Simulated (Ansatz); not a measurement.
Abridged output of a molecular run in Ansatz:

```
Functional definition: HF
618 factors; integrals over basis functions are off by at most 9.6e-4 eV
mean field evaluation 1: about -19798.0868 eV, gradient 1.3e1 eV
mean field evaluation 2: about -19798.1176 eV, gradient 1.3e1 eV
mean field evaluation 4: about -19799.0446 eV, gradient 1.7e0 eV
mean field evaluation 8: about -19799.0576 eV, gradient 3.2e-4 eV
mean field -19799.05760690 eV, -727.6019467705 hartree, gradient 5.2e-6 eV, S^2 0.000000; 0 other end points of the search recorded, 0 dependent functions left out
11 core orbitals not correlated: weight in the atoms' cores, before any rotation towards them, 1.000 or more for the frozen orbitals, at most 0.000 for the correlated occupied ones
reference -19799.05760690 eV, -727.6019467705 hartree; 8, 8 occupied and 46, 46 virtual orbitals, 618 factors
second order -7.56896122 eV of doubles, -0.00000000 eV of singles
cycle   1  -8.39143233 eV  change   -8.2e-1 eV  update   7.6e-2
cycle   2  -8.68839250 eV  change   -3.0e-1 eV  update   2.5e-2
cycle   3  -8.73325792 eV  change   -4.5e-2 eV  update   1.2e-2
cycle   4  -8.72878952 eV  change    4.5e-3 eV  update   4.3e-3
cycle   5  -8.72819975 eV  change    5.9e-4 eV  update   1.3e-3
cycle   6  -8.72819890 eV  change    8.5e-7 eV  update   4.5e-4
cycle   7  -8.72819208 eV  change    6.8e-6 eV  update   1.5e-4
cycle   8  -8.72822201 eV  change   -3.0e-5 eV  update   5.1e-5
cycle   9  -8.72822956 eV  change   -7.6e-6 eV  update   1.6e-5
perturbative correction -0.21243494 eV, -0.0078068401 hartree
Total energy: -19807.99827141 eV, -727.9305101308 hartree
```

Its atoms:

Cartesian coordinates in Å:
```
Al -0.813 0.339 0.590
B 0.902 -0.131 -0.579
Cl 1.045 -1.775 -1.178
H -2.148 0.857 -0.102
H -0.797 0.132 2.168
H 1.812 0.578 -0.899
```

Q: Which basis set was used?
A. def2-QZVPP
B. def2-SVPD
C. def2-SVP
D. def2-TZVPP

A: C. It gives 65 functions.

Q: Write the keys of the input that set method, charge and spin (a neutral closed shell needs none for the last two).

A: 
```yaml
correlation: {method: ccsd_t}
```
